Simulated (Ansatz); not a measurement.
# AlN₂+ (triplet): the correlation ladder, def2-TZVPP

An exercise on one series of results from a longer session: the logs are not shown, and one member is left open.

Method: def2-TZVPP, core rule «outside noble gas», up to 7 orbitals frozen; program: Ansatz 0.2.0, Gaussian basis.

Plan: UHF; ROHF; CCSD(T) on UHF.

2 further runs of the same task are left out: 2 set aside as unsound or not needed.

## What is computed

The geometry is a PBE0/def2-TZVP stationary point (not a proven minimum) of the parent state, kept for this charge and spin.

3 atoms, charge 1, spin multiplicity 3.

Atoms are counted from 1 here; the program's logs count them from 0.

Bond lengths: N1–Al2 1.868 Å, Al2–N3 1.740 Å. Angles: N1–Al2–N3 180.0°.

Geometry (Å):

```xyz
3
AlN2
N     0.00000    0.00000    1.82550
Al    0.00000    0.00000   -0.04300
N     0.00000    0.00000   -1.78250
```

The first run:

File in.yaml:

```yaml
crystal:
  periodic: [false, false, false]
  atoms:
    - {symbol: N, position_ang: [0.000000, 0.000000, 1.825500]}
    - {symbol: Al, position_ang: [0.000000, 0.000000, -0.043000]}
    - {symbol: N, position_ang: [0.000000, 0.000000, -1.782500]}
basis:
  gaussian: {orbitals: def2-TZVPP}
total_charge: 1
magnetization: {spin_polarized: true, initial_magnetization: 2}
hamiltonian: {xc: hf}
output: {orbitals: {seedname: orbitals}}
```

On the command line:

```console
ansatz run in.yaml --threads 1 --pin off --events-out ev --progress --plain --max-ram 4096MiB --backend cpu
```

Steps of the session up to this table: UHF; ROHF; CCSD(T) on UHF.

One of the session's tables, all rows but one given; the rest of the session is left out.

| method | from UCCSD(T) (kcal/mol) |
| --- | --- |
| ROHF | +264.72 |
| UHF | +217.73 |
| UMP2 | +37.75 |
| UCCSD | ? |
| UCCSD(T) | 0 |

**Question.** Estimate the row for UCCSD.

**Answer.** from UCCSD(T) (kcal/mol): +10.31. In the column «from UCCSD(T) (kcal/mol)» it lies between UCCSD(T) (0) and UMP2 (+37.75).

The program flags UCCSD(T) as in doubt (see the logs), so the zero of the table is itself unsure.

To keep in mind: The determinant is far from a pure spin state, so its energy mixes those of several spin states (harmless only where they are near-degenerate, as at dissociation). The program flags UCCSD(T) as in doubt, so the zero of the table is itself unsure.
